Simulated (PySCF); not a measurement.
# Working with the constants of Si₂

UHF-CCSD(T) constants of Si₂, ³Σg⁻ (triplet), unpaired electrons π ↑↑ (Si def2-SVPD; no relativity (PySCF 2.14); masses 27.9769 and 27.9769 u):

- ωe: 505.7 cm⁻¹
- ωexe: 1.98 cm⁻¹
- Be: 0.23254 cm⁻¹
- αe: 0.00126 cm⁻¹
- De to Si + Si: 2.80 eV

(1) What force constant and bond length do these constants imply?

(2) Estimate the centrifugal constant D from the Kratzer relation and find the Dunham coefficient a1.

Correlated steps freeze 10 core orbitals. Correlated levels converge slowly with the basis: in double zeta they bind strong bonds too weakly, by up to about 1 eV, and carry superposition errors of some tenths. The state is the lowest determinant that a PBE0 search found; another state may lie lower at other levels.

Results:

(1) Reduced mass μred = 13.988 u; k = 5.8918×10⁻⁷·μred·ωe² (u, cm⁻¹, mdyn/Å) = 2.11 mdyn/Å; Re = √(16.8576/(μred·Be)) (u, cm⁻¹, Å) = 2.276 Å.

(2) D = 4Be³/ωe² = 1.97e-07 cm⁻¹; a1 = −1 − αeωe/(6Be²) = -2.96.
